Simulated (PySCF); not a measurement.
Gas-phase reaction: 2 B(CH₃)₃ + 3 C₄H₁₀ (n-butane) → 2 B + 6 C₃H₈

Energies from PySCF, thermal terms from the rigid-rotor harmonic-oscillator model, ideal gas at 1 bar. S°(298 K) at PBE0/def2-TZVP differs from the NASA 1993 table for C₄H₁₀ (n-butane) (-9 J/mol/K); whether the harmonic model or the table's entry is off was not settled. † marks an energy on the PBE0/def2-TZVP geometry and frequencies; other levels use their own. MP2 freezes the core. 6-31G* has spherical d functions here. Open shells (unrestricted): B (multiplicity 2, electronic degeneracy 6); the rest are closed-shell singlets. Spin-orbit splitting is ignored; it lowers the true energy and changes the entropy of B. B3LYP is the form with VWN-RPA correlation. Methyl groups turn as free rotors in B(CH₃)₃. MP2 isn't extrapolated to the basis-set limit; its ΔH°(298 K) is 1138.3 kJ in def2-SVP and 1147.8 kJ in def2-TZVPP. The harmonic model lacks anharmonicity and excited electronic states, which grow with temperature; levels with a mode under 35 cm⁻¹ are left out. Internal rotation in C₄H₁₀ (n-butane), C₃H₈ is treated as a harmonic vibration of one conformer, which makes the entropy rough.

| level | ΔE electronic, kJ | ΔH°(298 K), kJ | ΔS°(298 K), J/K | ΔG°(1600 K), kJ |
|---|---|---|---|---|
| B3LYP/6-31G* | 1099 | 1108 | 382 | 498 |
| BLYP/def2-TZVP† | 1084 | 1093 | 381 | 486 |
| HF/6-31G* | 927 | 937 | 384 | 323 |
| M06-2X/def2-TZVP† | 1142 | 1151 | 381 | 544 |
| MP2/def2-TZVPP† | 1138 | 1148 | 381 | 541 |
| PBE/def2-SVP | 1184 | 1193 | 380 | 589 |
| PBE/def2-TZVP† | 1162 | 1171 | 381 | 564 |
| PBE0/def2-SVP† | 1180 | 1189 | 381 | 582 |
| PBE0/def2-TZVP | 1154 | 1164 | 381 | 557 |
| r2SCAN/def2-TZVP† | 1167 | 1176 | 381 | 569 |
| ωB97X-V/def2-TZVP† | 1135 | 1144 | 381 | 537 |
ΔH° is lowest at HF/6-31G* and highest at PBE/def2-SVP. No reference value is set beside these.
